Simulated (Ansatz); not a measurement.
# How far each method lies from full CI for NO⁺, singlet

Geometry: a PBE0/def2-TZVP stationary point for this spin.

```xyz
2

N     0.0000    0.0000    0.0000
O     0.0000    0.0000    1.0537
```

Basis 6-31G; Ansatz 0.2.0. Only valence electrons are correlated (noble-gas cores frozen), which leaves 10 electrons in 16 orbitals. R marks a restricted (for open shells ROHF) determinant. Active spaces: valence = (10e, 8o) chosen from the atoms' valence shells.

Full CI is exact within this basis and frozen core; it isn't the basis-set limit.

```
UHF ⟨S²⟩                          : 0.000
T1 diagnostic (RCCSD)             : 0.0181
largest doubles amplitude (RCCSD) : 0.115
```

| level | E − E(full CI) (kJ/mol) | share of correlation (%) | wall time |
| --- | --- | --- | --- |
| RHF | 676.9 | 0.00 | – |
| RMP2 | -19.6 | 102.89 | – |
| CISD | 72.3 | 89.31 | 0.27 s |
| RCCSD | 29.5 | 95.64 | – |
| RCCSD(T) | 5.5 | 99.19 | 0.15 s |
| BCCD(T) | 5.2 | 99.23 | 0.21 s |
| RCCSDT | 5.0 | 99.27 | – |
| CISDTQ | 4.7 | 99.30 | 1.4 s |
| RCCSDT(Q) | -0.2 | 100.03 | 0.63 s |
| RCCSDTQ | 0.7 | 99.89 | 4.5 s |
| CASSCF (valence space) | 179.6 | 73.46 | – |
| NEVPT2 (valence space) | 41.0 | 93.94 | 1.3 s |
| NEVPT4(SD) (valence space) | 4.4 | 99.36 | 2.4 s |
| MRCISD (valence space) | 5.1 | 99.24 | – |
| MRCISD+Q (valence space) | 1.4 | 99.79 | 2.6 s |

The correlation energy at full CI, counted from RHF, is -7.016 eV. That run took 23 s on 1 thread of Arm Neoverse V1, shared host over 4,777,056 determinants.

Times hold each run's SCF and search for its determinant on a shared host, so for small cases they say little of a method's own cost; they ran on 1 thread of Arm Neoverse V1.

More than 5 meV below full CI, which no variational method can be: RMP2.

The full-CI state has the irrep A1 of C2v, in the program's axes (one component, if the state is degenerate).

Natural occupations of full CI about the gap: 1.989 1.976 1.965 1.926 1.926 0.080 0.080 0.024 0.010 0.007; effectively unpaired electrons, Σ n²(2−n)², 0.10.
